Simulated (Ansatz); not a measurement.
# doublet MgO(-): levels of theory in one basis

```xyz
2

Mg    0.0000    0.0000   -0.9686
O     0.0000    0.0000    0.9686
```

Basis set: def2-SVP (spherical functions). Frozen core: 2 orbitals. Correlation on ROHF uses semicanonical orbitals with singles. Charge -1, multiplicity 2.

Computed with Ansatz (development build ahead of 0.2.0); each method stands on the lowest determinant of its kind that the runs found.

| method | E − E(ROHF) (eV) | <S²> of the determinant |
| --- | --- | --- |
| ROHF | 0.00 | 0.75 |
| UHF | -0.14 | 1.07 |
| UHF-MP2 | -4.88 | 1.07 |
| ROHF-CCSD(T) | -5.71 | – |
| UHF-CCSD(T) | -5.75 | 1.07 |

What does ROHF-MP2 give on the same scale?

-5.00 eV.

Is a single determinant a sound starting point here?

Only with care. Unrestricted orbitals gain 0.14 eV and <S²> is 1.07 against 0.75 for a pure state, a contamination that matters most for the unrestricted series.

Caution: no diffuse functions for an anion. Caution for UHF, UHF-MP2, UHF-CCSD(T): the unrestricted determinant is spin contaminated; the determinant may break the point group. Caution for ROHF-MP2, ROHF-CCSD(T): a plain start can end on a higher determinant. Caution for ROHF-CCSD(T), UHF-CCSD(T): another reference gives a lower total.
